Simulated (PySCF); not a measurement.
Compound: dimethylphosphine, C₂H₇P.
Atom-mapped SMILES: `[CH3:1][PH:2][CH3:3]` (hydrogens: H4, H5, H6 on C1; H7 on P2; H8, H9, H10 on C3)

Structure used (PBE0-D3(BJ)/def2-SVP), in Å, numbered top down from 1:
```xyz
10
C2H7P angstrom
C      1.442    0.246   -0.105
P      0.272   -0.398    1.181
C     -1.339    0.168    0.458
H      2.445   -0.172    0.069
H      1.518    1.340   -0.001
H      1.132    0.011   -1.135
H      0.213   -1.745    0.702
H     -2.170   -0.287    1.017
H     -1.449   -0.079   -0.609
H     -1.419    1.259    0.577
```

Theory: core-valence-separated Tamm–Dancoff BHandHLYP/aug-pcX-1 (pcseg-1 on H, def2-SVPD on P) in PySCF, non-relativistic, gas phase, PBE0-D3(BJ)/def2-SVP geometry. No empirical shift is added; at this level the pattern usually sits a few eV under experiment.

The lowest roots of each edge with f over 0.003 (five at most, numbered afresh; weaker and dark ones are left out), with transition dipoles (au) in the frame of the coordinates:

```tsv
root	edge	E (eV)	μx	μy	μz
1	C	285.96	-0.0536	0.0215	-0.0275
2	C	285.96	0.0115	0.0422	-0.0692
3	C	286.20	-0.0834	-0.0087	0.0220
4	C	286.21	-0.0223	0.0384	-0.0083
5	C	286.26	0.0159	-0.0411	-0.0303
```

Question: What are the oscillator strengths?

Answer: f = (2/3) ΔE |μ|², with ΔE in hartree (27.2114 eV):

```json
{"root": "1", "ΔE (Eh)": "10.5087", "|μ|² (au)": "0.004091", "f": "0.029", "core hole on": "C1/C3"}
{"root": "2", "ΔE (Eh)": "10.5089", "|μ|² (au)": "0.006702", "f": "0.047", "core hole on": "C1/C3"}
{"root": "3", "ΔE (Eh)": "10.5178", "|μ|² (au)": "0.007515", "f": "0.053", "core hole on": "C1/C3"}
{"root": "4", "ΔE (Eh)": "10.5179", "|μ|² (au)": "0.002041", "f": "0.014", "core hole on": "C1/C3"}
{"root": "5", "ΔE (Eh)": "10.5199", "|μ|² (au)": "0.002860", "f": "0.020", "core hole on": "C1/C3"}
```

Question: Molecules are fixed in this frame and the field points along x. What effective strengths 3 f cos²θ do the roots have (θ between field and μ)?

Answer: root 1 (C1/C3): 0.060, root 2 (C1/C3): 0.003, root 3 (C1/C3): 0.146, root 4 (C1/C3): 0.010, root 5 (C1/C3): 0.005. Root 3 is the strongest. Averaged over all orientations cos²θ is 1/3, which gives f back. For degenerate partners only the sum has meaning, as the program may mix them freely.

